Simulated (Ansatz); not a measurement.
Job for Ansatz (a program for electronic structure): U-B97M-V/def2-TZVPPD on CH3 (SMILES [CH3]), 2S+1 = 2. Files ending in .json are basis or fitting sets from the Basis Set Exchange.

Ansatz 0.2 input:
```yaml
crystal:
  periodic: [false, false, false]
  atoms:
    - {symbol: C, position_ang: [0.00000000, 0.00000000, 0.00000000]}
    - {symbol: H, position_ang: [1.07731727, 0.00000000, 0.00000000]}
    - {symbol: H, position_ang: [-0.53865863, 0.93298412, 0.00000000]}
    - {symbol: H, position_ang: [-0.53865863, -0.93298412, -0.00000000]}
basis:
  gaussian:
    orbitals: def2-TZVPPD.json
hamiltonian:
  xc: {name: B97M-V}
magnetization: {spin_polarized: true, initial_magnetization: 1}
```

The head of its log:

```
WARN ansatz: RAYON_NUM_THREADS=2 ignored (pool sized by the plan → 2); use --threads N
Functional definition: B97M-V
integrals: 0.01 GiB planned
351 factors; their error is unknown
mean field: 0.26 GiB planned
mean field evaluation 1: about -1081.4571 eV, gradient 2.4e1 eV
mean field evaluation 2: about -1080.4155 eV, gradient 2.7e1 eV
```

Task: Give the final energy of this run.

Result: -39.8518 hartree.
